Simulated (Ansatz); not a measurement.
Results of PBE-D3(BJ)+SOC (PAW; Ansatz, an electronic-structure program) for 2H WS2.

Numerical settings: plane-wave cutoff 520 eV, 12×12×4 k mesh (along the axes of the cell as run), perturbation theory, PAW data made under PBE.

Cell (relaxed at this level):

```
CELL_PARAMETERS angstrom
      3.15328     0.00000     0.00000
     -1.57664     2.73082     0.00000
      0.00000     0.00000    12.13684
ATOMIC_POSITIONS crystal
  W  0.66667 0.33333 0.75000
  W  0.33333 0.66667 0.25000
  S  0.66667 0.33333 0.37976
  S  0.33333 0.66667 0.87976
  S  0.33333 0.66667 0.62024
  S  0.66667 0.33333 0.12024
```

Q: What does this level give for the electronic dielectric constant ε∞ (mean over three axes) and static dielectric constant (mean over three axes)?

A: 
- electronic dielectric constant ε∞ (mean over three axes) = 11.7
- static dielectric constant (mean over three axes) = 11.8

Computing time: around 100 core-minutes (rough).
